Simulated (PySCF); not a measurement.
Compound: C3H5S (charge -1).
Atom-mapped SMILES: `[S-:1][CH:2]1[CH2:3][CH2:4]1` (hydrogens: H5 on C2; H6, H7 on C3; H8, H9 on C4)

The same species was optimised twice, with GFN2-xTB and with PBE0-D3(BJ)/def2-SVP (PySCF), and the same property calculations (PySCF, gas phase) were run on both structures.

| coordinate | GFN2-xTB | PBE0-D3(BJ)/def2-SVP | change |
| --- | --- | --- | --- |
| S1–C2 (Å) | 1.767 | 1.781 | +0.014 |
| C3–H7 (Å) | 1.081 | 1.095 | +0.014 |
| C4–H8 (Å) | 1.086 | 1.099 | +0.013 |
| C4–H9 (Å) | 1.081 | 1.095 | +0.014 |
| C3–H6 (Å) | 1.086 | 1.099 | +0.013 |
| C2–H5 (Å) | 1.093 | 1.105 | +0.012 |
| C2–C4 (Å) | 1.506 | 1.514 | +0.008 |
| C2–C3 (Å) | 1.506 | 1.513 | +0.007 |
| C3–C4 (Å) | 1.503 | 1.506 | +0.003 |
| S1–C2–H5 (°) | 112.9 | 116.7 | +3.8 |
| C2–C3–H7 (°) | 117.6 | 114.7 | -2.9 |
| C2–C4–H9 (°) | 117.6 | 114.7 | -2.9 |
| C4–C2–H5 (°) | 115.3 | 112.5 | -2.8 |
| C3–C2–H5 (°) | 115.2 | 112.5 | -2.7 |
| H8–C4–H9 (°) | 113.8 | 115.1 | +1.3 |
| H6–C3–H7 (°) | 113.9 | 115.1 | +1.2 |
| C2–C3–H6 (°) | 119.5 | 120.2 | +0.7 |

Rotational constants: A = 17080, B = 3911, C = 3623 MHz (GFN2-xTB) against A = 16930, B = 3871, C = 3588 MHz (PBE0-D3(BJ)/def2-SVP). Point groups within 0.08 Å: Cs and Cs.

On the GFN2-xTB structure: HOMO (eV) 0.73 [PBE0/pcSseg-1]; LUMO (eV) 5.74 [PBE0/pcSseg-1]; GIAO shielding of S1 (ppm) 609.4 [PBE0/pcSseg-1]; GIAO shielding of C2 (ppm) 165.1 [PBE0/pcSseg-1]; GIAO shielding of C3/C4 (mean) (ppm) 171.4 [PBE0/pcSseg-1]; S1s of S1 (eV) 2468.64 [delta-SCF UKS SCAN, pcX-2 on the ionised atom, pcseg-1 elsewhere, spin-free X2C]; S2p of S1 (eV) 161.21 [delta-SCF UKS SCAN, pcX-2 on the ionised atom, pcseg-1 elsewhere, spin-free X2C]; C1s of C2 (eV) 285.69 [delta-SCF UKS SCAN, pcX-2 on the ionised atom, pcseg-1 elsewhere, spin-free X2C]; C1s of C3 (eV) 285.60 [delta-SCF UKS SCAN, pcX-2 on the ionised atom, pcseg-1 elsewhere, spin-free X2C].

What do these properties become on the PBE0-D3(BJ)/def2-SVP structure?

| property | level | on GFN2-xTB | on PBE0-D3(BJ)/def2-SVP | change |
| --- | --- | --- | --- | --- |
| HOMO (eV) | PBE0/pcSseg-1 | 0.73 | 0.66 | -0.07 |
| LUMO (eV) | PBE0/pcSseg-1 | 5.74 | 5.67 | -0.07 |
| energy, GFN2-xTB geometry as zero (kcal/mol) | PBE0/pcSseg-1 | 0.0 | -0.5 | -0.5 |
| GIAO shielding of S1 (ppm) | PBE0/pcSseg-1 | 609.4 | 587.1 | -22.3 |
| GIAO shielding of C2 (ppm) | PBE0/pcSseg-1 | 165.1 | 164.3 | -0.8 |
| GIAO shielding of C3/C4 (mean) (ppm) | PBE0/pcSseg-1 | 171.4 | 167.8 | -3.6 |
| S1s of S1 (eV) | delta-SCF UKS SCAN, pcX-2 on the ionised atom, pcseg-1 elsewhere, spin-free X2C | 2468.64 | 2468.74 | +0.10 |
| S2p of S1 (eV) | delta-SCF UKS SCAN, pcX-2 on the ionised atom, pcseg-1 elsewhere, spin-free X2C | 161.21 | 161.29 | +0.08 |
| C1s of C2 (eV) | delta-SCF UKS SCAN, pcX-2 on the ionised atom, pcseg-1 elsewhere, spin-free X2C | 285.69 | 285.71 | +0.02 |
| C1s of C3 (eV) | delta-SCF UKS SCAN, pcX-2 on the ionised atom, pcseg-1 elsewhere, spin-free X2C | 285.60 | 285.66 | +0.06 |

The heavy atoms differ by 0.007 Å rms after alignment. Among all bonds S1–C2, C3–H6, C3–H7, C4–H8 and C4–H9 change most and about equally (+0.013 to +0.014 Å). Changes are differences of the printed values. Neither structure is proved a minimum here. Isolated species at its PBE0-D3(BJ)/def2-SVP geometry, gas phase. The geometry's basis has no diffuse functions, a weakness for an anion.
